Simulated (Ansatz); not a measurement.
B3H6, relaxed as a doublet with UKS PBE-D4/def2-TZVP in Ansatz, starting from the GFN2-xTB geometry. Force threshold 0.02 eV/Å.

The relaxation made no stability test and no search for a lower SCF solution. The structure comes from a short search, and lower isomers may exist.

Start:

Cartesian coordinates in Å:
```
B -0.046 -0.985 -0.485
B -0.729 0.233 0.426
B 0.661 1.049 0.277
H -0.128 -2.008 0.091
H 1.360 1.224 1.207
H -1.505 0.210 1.303
H -1.205 -0.383 -0.666
H 0.969 1.610 -0.708
H 0.623 -0.950 -1.445
```

```csv
step,energy (eV),largest force component (eV/Å),SCF passes
1,-2120.6026,0.887,17
2,-2120.7831,0.676,20
3,-2120.8450,0.336,22
4,-2120.8628,0.251,21
5 (rejected),-2120.8521,0.596,22
6,-2120.8756,0.061,20
7,-2120.8794,0.140,20
8,-2120.8822,0.116,19
9,-2120.8972,0.200,23
10,-2120.9064,0.674,24
11,-2120.9250,0.505,21
12,-2120.9601,0.459,24
13,-2120.9981,0.507,23
14,-2121.0322,0.259,22
15 (rejected),-2121.0303,0.262,20
16,-2121.0398,0.030,20
17,-2121.0406,0.042,21
18,-2121.0417,0.078,19
19,-2121.0419,0.058,21
20,-2121.0425,0.247,19
21,-2121.0573,0.100,19
22 (rejected),-2120.9983,0.898,22
23,-2121.0678,0.115,20
24,-2121.0705,0.037,21
25,-2121.0706,0.045,21
26,-2121.0707,0.002,14
```

Force components are those of the run's own axes.

End:

```xyz
9

B     0.209   -0.570   -0.587
B    -0.903    0.138    0.548
B     0.558    0.804    0.421
H     0.718   -1.637   -0.320
H     1.007    1.736    1.002
H    -1.808    0.453    1.248
H    -1.198   -0.853   -0.158
H     1.391    0.327   -0.383
H     0.026   -0.397   -1.772
```

Bonds lost: B1–H7 (atoms count from 1). Bonds formed: B1–B3 (atoms count from 1).

No frequencies were taken in this run, so the end may be a saddle point.

Run time 23 s (4 threads of Arm Neoverse V1 on a shared host).
